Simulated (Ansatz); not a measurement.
# CH2N2: taking an electron away

Aim: the vertical ionisation energy of CH2N2, as cation minus neutral at the neutral's geometry, on several levels, and how well −ε(HOMO) stands in for it.

Computed with Ansatz 0.2.0, Gaussian basis. Level: unrestricted cation, the program's frozen cores in correlated methods.

The runs, in order: UKS PBE-D4/def2-TZVPP; UKS r2SCAN-D4/def2-TZVPP; UKS PBE0-D4/def2-TZVPP; UKS B3LYP-D4/def2-TZVPP; UKS wB97X-V/def2-TZVPP; UKS wB97M-V/def2-TZVPP; UKS B2PLYP/def2-TZVPP; UHF-CCSD(T)/def2-TZVPP; UHF-MP2/def2-QZVPP; extrapolation to the limit; then −ε(HOMO) from the neutral's earlier runs with LDA (SPW92), PBE-D4, revPBE-D4, BLYP-D4, r2SCAN-D4, B97M-V, PBE0-D4, B3LYP-D4, r2SCANh-D4, r2SCAN0-D4, HSE06-D4, BHLYP-D4, CAM-B3LYP-D4, LC-ωPBE, ωB97X-V, ωB97M-V.

## (1) The geometry

An earlier PBE0-D4 in a triple-zeta def2 set relaxation fixed the geometry.

SMILES `N=C=N`, 5 atoms, charge 0, spin multiplicity 1.

Atoms are counted from 1 here; the program's logs count them from 0.

Bond lengths: N1–C2 1.217 Å, N1–H4 1.010 Å, C2–N3 1.217 Å, N3–H5 1.010 Å. Angles: C2–N1–H4 119.5°, N1–C2–N3 171.2°, C2–N3–H5 119.5°.

## (2) Cation, UKS PBE-D4/def2-TZVPP

File in.yaml:

```yaml
crystal:
  periodic: [false, false, false]
  atoms:
    - {symbol: N, position_ang: [-1.211747, -0.218193, -0.051266]}
    - {symbol: C, position_ang: [0.002652, -0.150372, -0.091018]}
    - {symbol: N, position_ang: [1.208470, -0.241367, -0.227648]}
    - {symbol: H, position_ang: [-1.762822, 0.608214, -0.234881]}
    - {symbol: H, position_ang: [1.813347, -0.071983, 0.563415]}
basis:
  gaussian: {orbitals: def2-TZVPP}
total_charge: 1
magnetization: {spin_polarized: true, initial_magnetization: 1}
hamiltonian: {xc: pbe, dispersion: d4}
```

The run is started by

```console
$ ansatz run in.yaml --threads 4 --pin off --events-out ev --progress --plain --max-ram 10444MiB
```

Further steps of the session: Cation, UKS r2SCAN-D4/def2-TZVPP; Cation, UKS PBE0-D4/def2-TZVPP; Cation, UKS B3LYP-D4/def2-TZVPP; Cation, UKS wB97X-V/def2-TZVPP; Cation, UKS wB97M-V/def2-TZVPP; Cation, UKS B2PLYP (frozen core)/def2-TZVPP; Cation, UHF-CCSD(T)/def2-TZVPP; Cation, UHF-MP2/def2-QZVPP.

**Question.** What will the summary of the whole plan be? Wanted: ionisation energy, CCSD(T)/CBS; nearest functional by difference; nearest −ε(HOMO); −ε(HOMO) of PBE; T1 of the cation.

The runs gave:

```
                        quantity               value
  ionisation energy, CCSD(T)/CBS            11.03 eV
nearest functional by difference   B2PLYP (-0.10 eV)
                nearest −ε(HOMO)  LC-ωPBE (-0.02 eV)
                 −ε(HOMO) of PBE             6.90 eV
                T1 of the cation               0.039
```

Energy differences with functionals land within 0.27 eV of the reference. −ε(HOMO) of PBE misses by 4.1 eV, since self-interaction lifts the level. Among orbital estimates LC-ωPBE comes nearest. Hartree-Fock falls 1.53 eV short, as the neutral has more correlation energy than the cation. The cation's T1 (from the report) is 0.039, near the customary mark of 0.045 for open shells, so the coupled-cluster value is less safe. The cation may have settled in a state other than its lowest; no search over hole states beyond the program's own was made.
